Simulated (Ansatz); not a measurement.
**C₂H₇Si radical: a ladder of functionals and wavefunction methods**

Aim: compute C₂H₇Si radical with functionals from several rungs and with coupled cluster. The yardstick is the atomisation energy at the CCSD(T) limit.

The runs use Ansatz 0.2.0, Gaussian basis; functionals in def2-TZVPP, the program's frozen cores in correlated methods.

Levels to be run: LDA (SPW92), PBE-D4, revPBE-D4, BLYP-D4, r2SCAN-D4, B97M-V, PBE0-D4, B3LYP-D4, r2SCANh-D4, r2SCAN0-D4, HSE06-D4, BHLYP-D4, CAM-B3LYP-D4, LC-ωPBE, ωB97X-V, ωB97M-V, B2PLYP, PBE-QIDH; CCSD(T)/def2-SVP; CCSD(T)/def2-TZVPP; CCSD(T)/def2-QZVPP; extrapolation to the limit; RPA on PBE.

## 1. The relaxed structure

An earlier PBE0-D4 in a triple-zeta def2 set relaxation fixed the geometry.

SMILES `CC[SiH2]`, 10 atoms, charge 0, spin multiplicity 2.

Atoms are counted from 1 here; the program's logs count them from 0.

Bond lengths: C1–C2 1.529 Å, C1–H4 1.094 Å, C1–H5 1.093 Å, C1–H6 1.093 Å, C2–Si3 1.882 Å, C2–H7 1.095 Å, C2–H8 1.095 Å, Si3–H9 1.492 Å, Si3–H10 1.492 Å. Angles: C2–C1–H4 111.2°, C2–C1–H5 111.4°, C2–C1–H6 111.4°, H4–C1–H5 107.6°, H4–C1–H6 107.6°, H5–C1–H6 107.4°, C1–C2–Si3 113.1°, C1–C2–H7 110.5°, C1–C2–H8 110.5°, Si3–C2–H7 108.2°, Si3–C2–H8 108.2°, H7–C2–H8 106.2°, C2–Si3–H9 111.4°, C2–Si3–H10 111.4°, H9–Si3–H10 109.0°.

## 2. LDA

This LDA is Slater exchange with PW92 correlation.

in.yaml reads:

```yaml
crystal:
  periodic: [false, false, false]
  atoms:
    - {symbol: C, position_ang: [-0.795571, 0.528437, -0.645627]}
    - {symbol: C, position_ang: [-0.153587, -0.745637, -0.096394]}
    - {symbol: Si, position_ang: [1.313798, -0.405261, 1.031265]}
    - {symbol: H, position_ang: [-1.643597, 0.295430, -1.296349]}
    - {symbol: H, position_ang: [-0.082265, 1.114683, -1.229984]}
    - {symbol: H, position_ang: [-1.163455, 1.168885, 0.159630]}
    - {symbol: H, position_ang: [0.186425, -1.386662, -0.915935]}
    - {symbol: H, position_ang: [-0.887505, -1.332508, 0.464953]}
    - {symbol: H, position_ang: [0.908777, 0.394105, 2.224362]}
    - {symbol: H, position_ang: [2.399981, 0.317229, 0.306881]}
basis:
  gaussian: {orbitals: def2-TZVPP}
magnetization: {spin_polarized: true, initial_magnetization: 1}
hamiltonian: {xc: lda}
output: {orbitals: {seedname: orbitals}}
```

Command:

```bash
$ ansatz run in.yaml --threads 2 --pin off --events-out ev --progress --plain --max-ram 32768MiB --backend cpu
```

The runs that follow: PBE-D4 (GGA); revPBE-D4 (GGA); BLYP-D4 (GGA); r2SCAN-D4 (meta-GGA); B97M-V (meta-GGA); PBE0-D4 (hybrid); B3LYP-D4 (hybrid); r2SCANh-D4 (hybrid); r2SCAN0-D4 (hybrid); HSE06-D4 (hybrid); BHLYP-D4 (hybrid); CAM-B3LYP-D4 (range-separated); LC-ωPBE (range-separated); ωB97X-V (range-separated); ωB97M-V (range-separated); B2PLYP (double hybrid); PBE-QIDH (double hybrid); CCSD(T) in def2-SVP; CCSD(T) in def2-TZVPP; CCSD(T) in def2-QZVPP; RPA on PBE orbitals.

Before running them: what should the planned runs give, taken together? Wanted: atomisation energy, CCSD(T)/CBS; farthest beyond LDA; mean size of error, GGA; mean size of error, meta-GGA; mean size of error, hybrid; mean size of error, range-separated; mean size of error, double hybrid; gap, smallest and largest; T1 diagnostic.

As calculated:

| quantity | value |
| --- | --- |
| atomisation energy, CCSD(T)/CBS | 3443.2 kJ/mol |
| functionals within 17.2 kJ/mol (0.5 %) | BLYP-D4, B97M-V, PBE0-D4, B3LYP-D4, r2SCANh-D4, r2SCAN0-D4, HSE06-D4, LC-ωPBE, ωB97X-V, ωB97M-V, PBE-QIDH |
| farthest beyond LDA | BHLYP-D4 (-43.5 kJ/mol) |
| mean size of error, GGA | 24.0 kJ/mol |
| mean size of error, meta-GGA | 17.2 kJ/mol |
| mean size of error, hybrid | 15.9 kJ/mol |
| mean size of error, range-separated | 11.6 kJ/mol |
| mean size of error, double hybrid | 19.2 kJ/mol |
| gap, smallest and largest | 1.26 eV (LDA (SPW92)), 8.75 eV (LC-ωPBE) |
| T1 diagnostic | 0.0118 |
| triples share of the correlation energy | 3.5 % |

**Reading.** The LDA atomisation energy is off by 411.6 kJ/mol (12 %): it overbinds. PBE-D4 misses by +34.5 kJ/mol. Double hybrids carry the basis error of their MP2 part in triple zeta, and no dispersion term here, so their miss is partly the set-up's. The rungs range-separated, hybrid miss on average by less than the doubt on the reference (17.2 kJ/mol), so they tie. Misses under about 17.2 kJ/mol are within the doubt on the reference itself, which lacks core-valence correlation, relativity and higher excitations. Hartree-Fock recovers 77 % of the binding; the rest is correlation. CCSD(T) in def2-SVP is off by -151.0 kJ/mol, worse than the median functional, from the basis alone. The gap grows from 1.3 to 8.8 eV across the functionals, mostly with the share of exact exchange.
